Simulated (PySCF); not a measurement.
Homolysis of single bonds, series B OH-I. All species are isolated molecules in the gas phase. One relaxed conformer stands for each flexible species; it need not be the lowest. Strings in code marks are SMILES.

The highest occupied spin orbital from two functionals at the same geometries (CAM-B3LYP-D3(BJ)/def2-TZVP), both in PySCF: PBE-D3(BJ)/def2-TZVP and CAM-B3LYP-D3(BJ)/def2-TZVP. 

```tsv
species	CAM-B3LYP-D3(BJ)/def2-TZVP (eV)
radical fragment (`O[B]O` (H–O–B–O torsion 0°, O–B–O–H torsion 180°))	-7.28
radical fragment (`[OH]`)	-10.72
radical fragment (`[B](I)O` (H–O–B–I torsion 0°))	-7.34
radical fragment (`[I]`)	-9.17
radical fragment (`I[B]I`)	-7.19
```

Problem. What does PBE-D3(BJ)/def2-TZVP give for each?

Solution. 
- radical fragment (`O[B]O` (H–O–B–O torsion 0°, O–B–O–H torsion 180°)): -4.63
- radical fragment (`[OH]`): -7.16
- radical fragment (`[B](I)O` (H–O–B–I torsion 0°)): -4.95
- radical fragment (`[I]`): -6.70
- radical fragment (`I[B]I`): -4.82
Over these rows, drawn at random from the members with no instability flagged (it was tested for open shells, ions and some series alone), PBE minus CAM-B3LYP-D3(BJ): mean +2.69 eV, from +2.38 eV to +3.56 eV.
